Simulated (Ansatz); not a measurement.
```yaml
crystal:
  periodic: [false, false, false]
  atoms:
    - {symbol: Al, position_ang: [-1.231680, -1.249146, -0.010701]}
    - {symbol: Ge, position_ang: [-0.005364, 0.932961, 0.007762]}
    - {symbol: Si, position_ang: [1.197139, -1.212952, -0.009796]}
basis:
  gaussian: {orbitals: def2-TZVP}
magnetization: {spin_polarized: true, initial_magnetization: 3}
hamiltonian: {xc: pbe0}
relax: {f_tol: 0.004, max_steps: 80}
```

```sh
$ ansatz run in.yaml --threads 1 --pin off --events-out ev --progress --plain --max-ram 2176MiB
```

Steps of the relaxation (energy above the last step; positions in Å, forces in eV/Å):

```
3
step 1, 112.8 meV
Al   -1.232   -1.249   -0.011   -0.342   -0.127   -0.001
Ge   -0.005    0.933    0.008    0.671   -0.951   -0.008
Si    1.197   -1.213   -0.010   -0.329    1.078    0.009
```

```
3
step 2, 0.4 meV
Al   -1.275   -1.271   -0.011    0.053    0.045    0.000
Ge    0.053    0.872    0.007   -0.048   -0.006    0.000
Si    1.182   -1.130   -0.009   -0.005   -0.039    0.000
```

```
3
step 3, 0.0 meV
Al   -1.271   -1.267   -0.011    0.007    0.002    0.000
Ge    0.049    0.871    0.007    0.001   -0.005    0.000
Si    1.182   -1.133   -0.009   -0.008    0.003    0.000
```

```
3
step 4, 0.0 meV
Al   -1.271   -1.267   -0.011    0.000    0.000    0.000
Ge    0.049    0.871    0.007    0.000    0.000    0.000
Si    1.182   -1.133   -0.009    0.000    0.000    0.000
```

Close pairs at the end: Ge2–Si3 2.302 Å, Al1–Si3 2.456 Å, Al1–Ge2 2.513 Å.

A stationary point of unrestricted PBE0 after 4 steps, with ⟨S²⟩ = 3.765 against 3.75 for a pure state; no frequencies were run, so it isn't proven a minimum. 75 s on 1 thread of Arm Neoverse V2, shared host.
